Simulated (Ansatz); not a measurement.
Write a Python script for the Ansatz DFT code, driven from Python that makes a rigid scan of one bond angle of BH₃NO, SMILES N[B]O. Level of theory (for the species named): PBE, def2-SVP basis, multiplicity 2.

```
atom    x (Å)    y (Å)    z (Å)
   N  -0.5465   0.0901  -0.7605
   B   0.0779   0.3295   0.5732
   O   1.4241  -0.1130   0.7593
   H  -1.3860  -0.4122  -0.5998
   H  -0.8989   1.0719  -1.1152
   H   1.3715  -1.0303   1.0969
```

The script, `bend_bh3no.py`:
```python
"""Energy of BH3NO against one bond angle."""

import warnings

import ansatz as az
from ase import Atoms

config = {
    "basis_set": "def2-SVP",
    "functional": "pbe",
    "force_tol": 0.02,
}


def main() -> None:
    warnings.simplefilter("ignore", az.DeckWarning)

    atoms = Atoms(["N", "B", "O", "H", "H", "H"], positions=[
        (-0.5465, 0.0901, -0.7605),
        (0.0779, 0.3295, 0.5732),
        (1.4241, -0.113, 0.7593),
        (-1.386, -0.4122, -0.5998),
        (-0.8989, 1.0719, -1.1152),
        (1.3715, -1.0303, 1.0969),
    ])

    # relax first, so that the scan starts from a minimum
    first = (
        az.Crystal.molecule_from_ase(atoms).calculation()
        .basis(gaussian=config["basis_set"])
        .functional(config["functional"])
        .spin("collinear", total=1)
        .relax(force_tolerance=config["force_tol"], max_steps=80)
    )
    atoms.positions = first.run().report["positions_ang"]

    rows = []
    for angle in [90, 100, 110, 120, 135, 150, 165, 179]:
        bent = atoms.copy()
        bent.set_angle(1, 2, 5, angle, indices=[5])
        setup = (
            az.Crystal.molecule_from_ase(bent).calculation()
            .basis(gaussian=config["basis_set"])
            .functional(config["functional"])
            .spin("collinear", total=1)
        )
        rows.append((angle, setup.run().report["free_energy_ev"]))
    floor = min(e for _, e in rows)
    for angle, e in rows:
        print(f"angle B1-O2-H5 = {angle:3d} deg   {1000 * (e - floor):9.1f} meV")


if __name__ == "__main__":
    main()
```

```console
$ python bend_bh3no.py
angle B1-O2-H5 =  90 deg       234.0 meV
angle B1-O2-H5 = 100 deg        64.2 meV
angle B1-O2-H5 = 110 deg         0.0 meV
angle B1-O2-H5 = 120 deg        25.8 meV
angle B1-O2-H5 = 135 deg       182.8 meV
angle B1-O2-H5 = 150 deg       398.7 meV
angle B1-O2-H5 = 165 deg       580.9 meV
angle B1-O2-H5 = 179 deg       659.7 meV
```

Caveats:
- The scan is rigid, and the energies are electronic, in a modest basis. The zero is the lowest point of the grid, which needn't be the minimum.
- The run takes the species as open-shell (spin multiplicity 2), which needn't be its ground state.
- Finished in 31 s on 1 thread of Arm Neoverse V1, with other jobs on the host, peak memory 0.21 GiB.
